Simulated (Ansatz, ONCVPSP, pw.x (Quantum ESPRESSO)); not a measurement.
What a changed setting does to a pw.x run (bcc P)

Potential: optimised norm-conserving Vanderbilt (ONCV), ONCVPSP 4.0.1.1 (patched build), LDA (Perdew-Wang 92); core [Ne], reference 3s2 3p1; waves: 3s: rc 1.60 bohr, ncon 4, nbas 7, qcut 4.6 1/bohr, 2 projectors, debl 1.6 Ha; 3p: rc 1.55 bohr, ncon 5, nbas 9, qcut 5.3 1/bohr, 2 projectors, debl 3.7 Ha; d scattering state at 0.42 Ha: rc 1.75 bohr, ncon 3, nbas 6, qcut 10.1 1/bohr, 2 projectors, debl 0.4 Ha; local part: polynomial inside 1.40 bohr (lpopt 5, dvloc0 1 Ha); core correction: none. In the d channel the program set the typed energies aside and used 0.050, 0.450 Ha.

The reference run (k-mesh 15³, cutoffs 85/340 Ry, Fermi–Dirac 0.01 Ry, mixing_beta 0.4, conv_thr 1e-9, no spin) gives -1.31 GPa at 13.634 Å³/atom, where all-electron LAPW gives -0.50 GPa. This run, with its own iteration cap, changes degauss to 0.002.

```
&control
  calculation='scf', prefix='x', pseudo_dir='./', outdir='./tmp', tstress=.true., disk_io='none'
/
&system
  ibrav=0, nat=1, ntyp=1, ecutwfc=85, ecutrho=340, nbnd=9,
  occupations='smearing', smearing='fd', degauss=0.002
/
&electrons
  conv_thr=1e-09, mixing_beta=0.4, electron_maxstep=60
/
ATOMIC_SPECIES
P 1.0 P.UPF
CELL_PARAMETERS angstrom
  -1.50494663 1.50494663 1.50494663
  1.50494663 -1.50494663 1.50494663
  1.50494663 1.50494663 -1.50494663
ATOMIC_POSITIONS crystal
P 0.0000 0.0000 0.0000
K_POINTS automatic
15 15 15 0 0 0
```

```bash
pw.x < P.scf.in > P.scf.out
```

Question: How does the run end?

Answer: It converges in 8 iterations; the free energy moves by +14.4 meV/atom and the pressure by -0.28 GPa. In a metal, with Fermi–Dirac smearing, F lies below its zero-width value by a term in the square of the width.

```
Message from routine setup:
     using ibrav=0 with symmetry is DISCOURAGED, use correct ibrav instead
     lattice parameter (alat)  =       4.9258  a.u.
     unit-cell volume          =      92.0068 (a.u.)^3
     number of electrons       =         5.00
     number of Kohn-Sham states=            9
     kinetic-energy cutoff     =      85.0000  Ry
     charge density cutoff     =     340.0000  Ry
     scf convergence threshold =      1.0E-09
     Exchange-correlation= SLA  PW   NOGX NOGC
     number of k points=   120  Fermi-Dirac smearing, width (Ry)=  0.0020
     iteration #  1     ecut=    85.00 Ry     beta= 0.40
     total energy              =     -13.25873994 Ry
     estimated scf accuracy    <       0.18829444 Ry
     iteration #  2     ecut=    85.00 Ry     beta= 0.40
     total energy              =     -13.23697405 Ry
     estimated scf accuracy    <       0.04984138 Ry
     iteration #  3     ecut=    85.00 Ry     beta= 0.40
     total energy              =     -13.24149948 Ry
     estimated scf accuracy    <       0.00003658 Ry
     [... 2 iterations left out ...]
     iteration #  6     ecut=    85.00 Ry     beta= 0.40
     total energy              =     -13.24162118 Ry
     estimated scf accuracy    <       0.00000001 Ry
     iteration #  7     ecut=    85.00 Ry     beta= 0.40
     total energy              =     -13.24162118 Ry
     estimated scf accuracy    <          1.1E-09 Ry
     iteration #  8     ecut=    85.00 Ry     beta= 0.40
     the Fermi energy is    11.7533 ev
!    total energy              =     -13.24162118 Ry
     estimated scf accuracy    <          3.4E-11 Ry
     smearing contrib. (-TS)   =      -0.00011286 Ry
     The total energy is F=E-TS. E is the sum of the following terms:
     one-electron contribution =       5.95970271 Ry
     hartree contribution      =       0.19569543 Ry
     xc contribution           =      -3.40132754 Ry
     ewald contribution        =     -15.99557891 Ry
     convergence has been achieved in   8 iterations
          total   stress  (Ry/bohr**3)                   (kbar)     P=      -15.88
     Message from routine punch:
     Nothing written, as per user request (disk_io='none')
```

The run took about 9.1 s on one core of a shared host (Intel(R) Xeon(R) 6975P-C, 192 threads, 378 GiB, load 47).
